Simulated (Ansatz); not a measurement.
# Worked example: correlation energy of CH3⁺, triplet

Geometry: that of the CH3⁺, singlet, kept fixed. The singlet lies 5.1 eV lower here.

```
atom    x (Å)    y (Å)    z (Å)
   C   0.0000   0.0000   0.0000
   H   1.0932   0.0139  -0.0002
   H  -0.5586   0.9397  -0.0028
   H  -0.5345  -0.9536   0.0030
```

Basis cc-pVTZ; Ansatz 0.2.0. Correlated methods freeze the noble-gas cores, which leaves 6 electrons in 71 orbitals. Prefix R: restricted or restricted open-shell reference; prefix U: unrestricted.

Full CI isn't at hand for all of this; UCCSDT(Q) serves as the reference, and is uncertain by about the last step of the cluster series.

The cluster runs stand on a determinant 0.02 eV above the lowest UHF solution, chosen by trial CCSD; the correlation energy below is counted from it.

Runs differ by some tens of microhartree through their thresholds and, for an open shell, their frozen cores, so steps under 0.03 kcal/mol mean nothing.

| level | total energy (hartree) |
| --- | --- |
| UHF determinant under the cluster runs | -39.067406 |
| UMP2 | -39.190812 |
| UCCSD | -39.211973 |
| UCCSD(T) | -39.215746 |
| UCCSDT | -39.216298 |
| UCCSDT(Q) | -39.216390 |

Problem. What is the correlation energy at UCCSDT(Q), and what share of it do UMP2 and UCCSD(T) recover?

Solution. E(corr) = -39.216390 − (-39.067406) = -0.148984 hartree = -4.054 eV. UMP2: -0.123406 / -0.148984 = 82.83 %. UCCSD(T): -0.148340 / -0.148984 = 99.57 %.

Problem. By how many kcal/mol does UCCSD(T) miss UCCSDT(Q) (1 hartree = 627.509 kcal/mol), and which steps make up the rest?

Solution. -39.215746 − (-39.216390) = 0.000644 hartree = 0.40 kcal/mol. Steps: UCCSDT − UCCSD(T) = -0.35, UCCSDT(Q) − UCCSDT = -0.06 kcal/mol. That is within 1 kcal/mol of the reference in this basis, which itself misses far more of the correlation at the basis-set limit.
